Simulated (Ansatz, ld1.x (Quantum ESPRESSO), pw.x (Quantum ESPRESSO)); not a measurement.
Ir (Z = 77): does the PAW potential hold in the solid?

ld1.x (Quantum ESPRESSO) 7.5 input, shortened:

```
&input
   title='Ir', zed=77., rel=1, dft='PBESOL', iswitch=3,
   config='[Xe] 4f14 5d7 6s2 6p0'
 /
 &inputp
   pseudotype=3, lpaw=.true., tm=.true., lloc=-2, rcloc=1.45,
   nlcc=.true., new_core_ps=.true.,
   which_augfun='BESSEL', rmatch_augfun=1.55
 /
6
5S  1  0   2.00   0.00  1.50  1.75  0.0
6S  2  0   2.00   0.00  1.50  1.75  0.0
5P  2  1   6.00   0.00  1.50  1.65  0.0
6P  3  1   0.00   0.00  1.50  1.65  0.0
5D  3  2   7.00   0.00  1.95  2.05  0.0
5D  3  2   0.00   0.95  1.95  2.05  0.0
 &test
   configts(1)='5s2 5p6 5d7 6s2 6p0'
 /
```

Crystal test: bcc Ir in pw.x 7.5, no spin, 15³ k-points, Fermi–Dirac smearing 0.01 Ry, cutoffs 75/600 Ry. The reference is all-electron LAPW (Ansatz 0.2.0) with the same functional, mesh and smearing; V0 and B0 come from Birch–Murnaghan fits to the pressures at five volumes. Errors are pseudo minus all-electron; Δ is the rms difference of the E(V) curves that follow from these fits, minima aligned, over ±6 % about the mean V0. Mesh and smearing are coarse, so the numbers serve the comparison and aren't converged zero-temperature values; the lattice is a test structure that the element need not adopt.

All-electron: a0 = 3.079 Å (V0 = 14.59 Å³/atom), B0 = 339.1 GPa.

Q: How far does the potential miss the all-electron equation of state?

A: mean pressure error (GPa): -1.76; a0 (Å): 3.073; a0 error (%): -0.17; B0 error (%): +0.3; Δ (meV/atom): 5.6. Atomic configuration tests: 1 of 7 tests not solved or not reliable.

```csv
V (Å³/atom),P all-electron (GPa),P pseudo (GPa)
13.847,20.24,18.06
14.212,9.56,7.62
14.576,0.36,-1.37
14.940,-7.55,-9.11
15.305,-14.36,-15.75
```

Q: At the middle volume, how do free energy and pressure move when the wave cutoff is lowered (ecutrho held at 600 Ry)?

A:

```
cutoff (Ry)  shift of F (meV/atom)  shift of P (GPa)
         34                 +247.7             -5.30
         45                  +45.6             -1.83
         60                   +7.3             -0.07
```

The run at the middle volume (120 k-points, 10 iterations) took about 45 s on one core of a shared host (Neoverse-V1, 32 threads, 247 GiB, load 21).
